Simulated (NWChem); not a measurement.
System: C2H4 cation, doublet; SMILES of the neutral closed-shell parent C=C

```xyz
6

C      0.0000     0.7005     0.0000
C      0.0000    -0.7005     0.0000
H      0.9114     1.2647    -0.2104
H     -0.9114     1.2647     0.2104
H     -0.9114    -1.2647    -0.2104
H      0.9114    -1.2647     0.2104
```
Atoms are numbered in this order, from 1.

Level: B3LYP/6-31G* (spherical d), spin-unrestricted (NWChem), optimised geometry, unscaled harmonic frequencies. In the optimisation the excess spin sits in b1 (D2, its own frame). The spin multiplicity was typed, not searched, and may not be the lowest.

```csv
frequency (cm⁻¹),IR intensity (km/mol)
552,0.0
808,6.8
911,51.3
1082,0.5
1218,10.4
1280,0.0
1454,48.4
1532,0.0
3132,0.0
3134,76.6
3231,2.6
3248,78.2
```

| Quantity | Result |
|---|---|
| zero-point energy | 30.8 kcal/mol |
| thermal correction to the enthalpy at 298.15 K (with zero-point energy) | 33.4 kcal/mol |
| heat capacity Cv | 9.0 cal/(mol K) |
| entropy at 298.15 K and 1 atm (symmetry number 4, electronic part: spin degeneracy alone) | 54.4 cal/(mol K) |

Rigid rotor and harmonic oscillator.
